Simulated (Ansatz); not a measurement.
in.yaml

```yaml
crystal:
  periodic: [false, false, false]
  atoms:
    - {symbol: Al, position_ang: [0.000000, 0.000000, 0.000000]}
    - {symbol: N, position_ang: [0.000000, 0.000000, 3.848000]}
basis:
  gaussian: {orbitals: 6-31G}
magnetization: {spin_polarized: false, initial_magnetization: 2}
correlation: {method: fci, electrons: outside_noble_gas}
```

```sh
$ ansatz run in.yaml --threads 1 --pin off --events-out ev --progress --plain --max-ram 2393MiB
```

Log:

```
440 factors; integrals over basis functions are off by at most 5.0e-8 eV
mean field evaluation 1: about -8055.7777 eV, gradient 1.7e1 eV
mean field evaluation 2: about -8055.7824 eV, gradient 1.7e1 eV
mean field evaluation 4: about -8040.0866 eV, gradient 4.2e1 eV
mean field evaluation 8: about -8057.8396 eV, gradient 6.7e-1 eV
mean field evaluation 16: about -8057.8458 eV, gradient 1.2e-6 eV
mean field evaluation 32: about -8057.1052 eV, gradient 2.9e0 eV
mean field evaluation 64: about -8057.2109 eV, gradient 1.8e-1 eV
mean field evaluation 96: about -8057.0768 eV, gradient 3.2e-1 eV
mean field evaluation 128: about -8057.2284 eV, gradient 1.5e-3 eV
mean field evaluation 160: about -8057.7797 eV, gradient 1.3e0 eV
mean field evaluation 192: about -8057.2071 eV, gradient 3.2e-3 eV
mean field evaluation 224: about -8057.2522 eV, gradient 4.4e-1 eV
mean field evaluation 256: about -8056.6188 eV, gradient 8.7e0 eV
mean field evaluation 288: about -8057.2018 eV, gradient 7.2e-1 eV
mean field evaluation 320: about -8057.1706 eV, gradient 1.4e-2 eV
mean field evaluation 352: about -8057.3324 eV, gradient 7.2e-6 eV
mean field -8057.84580740 eV, -296.1203716179 hartree, gradient 1.2e-6 eV, S^2 2.000000; 23 other end points of the search recorded, 0 dependent functions left out
mean field evaluation 384: about -8061.0795 eV, gradient 2.0e-2 eV
determinant -8057.84580740 eV, -296.1203716179 hartree, with singles and doubles -8062.12787290 eV, -296.2777346224 hartree
determinant -8057.33237784 eV, -296.1015034297 hartree, with singles and doubles -8059.97678566 eV, -296.1986836247 hartree
determinant -8057.20711677 eV, -296.0969001701 hartree, with singles and doubles -8059.69861771 eV, -296.1884611407 hartree
determinant -8057.17064841 eV, -296.0955599826 hartree, with singles and doubles -8059.67547075 eV, -296.1876105059 hartree
determinant -8057.04514934 eV, -296.0909479768 hartree, with singles and doubles -8059.52151451 eV, -296.1819527185 hartree
determinant -8057.84580740 eV, -296.1203716179 hartree, with singles and doubles -8062.77951741 eV, -296.3016821167 hartree
unrestricted determinant -8061.07927279 eV, -296.2391992791 hartree, S^2 3.0037
6 core orbitals not correlated: weight in the atoms' cores, before any rotation towards them, 1.000 or more for the frozen orbitals, at most 0.000 for the correlated occupied ones
reference -8057.84580740 eV, -296.1203716179 hartree; 5, 3 occupied and 11, 13 virtual orbitals, 440 factors
state -8062.87565495 eV, -296.3052151061 hartree
Total energy: -8062.87565495 eV, -296.3052151061 hartree
```

Ran on 1 thread of Arm Neoverse V1, shared host: 12 s wall, 0.17 GiB peak host memory.
